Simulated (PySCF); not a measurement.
## Name the molecule from its bond curve

A diatomic of charge 0 contains Mg. Its doublet curve at PBE0 in a double-zeta basis (no relativity, PySCF), in eV from the separated fragments:

R (Å), E (eV) and a bar:
```
    1.509     -1.107 #####################
    1.579     -1.274 ##########
    1.650     -1.371 ###
    1.702     -1.407 #
    1.755     -1.418 
    1.808     -1.408 #
    1.878     -1.368 ###
    1.966     -1.288 #########
    2.071     -1.161 #################
    2.211     -0.967 ##############################
```

The fit gives ωe = 1455 cm⁻¹ and the rotational constant Bₑ = 5.664 cm⁻¹.

Q: Which atom is the partner?

A: The minimum lies at 1.754 Å, so the reduced mass is 16.8576 u Å² cm⁻¹/(Bₑ·Re²) = 0.9674 u. With Mg at 23.99 u the partner weighs about 1.0 u: H. The molecule is MgH.

The state is the lowest determinant that a PBE0 search found; another state may lie lower at other levels.
